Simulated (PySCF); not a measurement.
These 2 structures share the formula C3H5F3. Theory: PBE0-D3(BJ)/def2-SVP geometry optimisation, gas phase in PySCF 2.14.0. One conformer each; no zero-point energy, no entropy. No frequencies were run at this level. Point groups hold within 0.08 Å.

Task: Rank from lowest to highest electronic energy at this level (kcal/mol).
A. `[F:1][CH2:2][CH:3]([F:4])[CH2:5][F:6]` with F1–C2–C3–F4 67°, C2–C3–C5–F6 -63° (1,2,3-trifluoropropane)
B. `FC(F)(CC)F`

Result: B (0.0), A (30.4).

As drawn, the lower has two fluorines on one carbon, which the higher lacks.

| SMILES | E (Eh) | E rel (kcal/mol) | dipole (D) | point group | A, B, C (MHz) |
| --- | --- | --- | --- | --- | --- |
| CCC(F)(F)F | -416.14990 | 0.0 | 2.21 | – | 5256, 2772, 2746 |
| FCC(F)CF | -416.10139 | 30.4 | 1.50 | C1 | 4209, 2939, 2068 |

Task: How do the relative energies change in single points at PBE0/pcSseg-1 (no added dispersion term) on the same geometries?

Result: 
```json
{"SMILES": "CCC(F)(F)F", "PBE0-D3(BJ)/def2-SVP (kcal/mol)": "0.0", "PBE0/pcSseg-1 (kcal/mol)": "0.0", "shift": "0.0"}
{"SMILES": "FCC(F)CF", "PBE0-D3(BJ)/def2-SVP (kcal/mol)": "30.4", "PBE0/pcSseg-1 (kcal/mol)": "27.8", "shift": "-2.6"}
```

Each column counts from its own lowest isomer. The order is unchanged; the largest shift is 2.6 kcal/mol.
